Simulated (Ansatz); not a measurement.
`BBCl`. Charge 0, multiplicity 1.

```xyz
6

B     0.2179   -0.7880    0.3167
B    -0.1763    0.6231   -0.4504
Cl   -0.5328    2.0232    0.5422
H    -0.6175   -1.5870    0.6324
H     1.3524   -1.0576    0.5927
H    -0.2438    0.7863   -1.6336
```

Problem. Give the diagnostics of a CCSD(T)/def2-TZVPP run (frozen core, Ansatz 0.2.0). (An estimate is asked.)

Solution. Ansatz gave: T1 = 0.0121, largest single amplitude 0.027, largest double 0.025, (T) share of the correlation energy 3.7 %, 9 CCSD cycles. The RHF solution is stable towards an unrestricted one. T1 lies under the customary mark of 0.02 for closed shells.
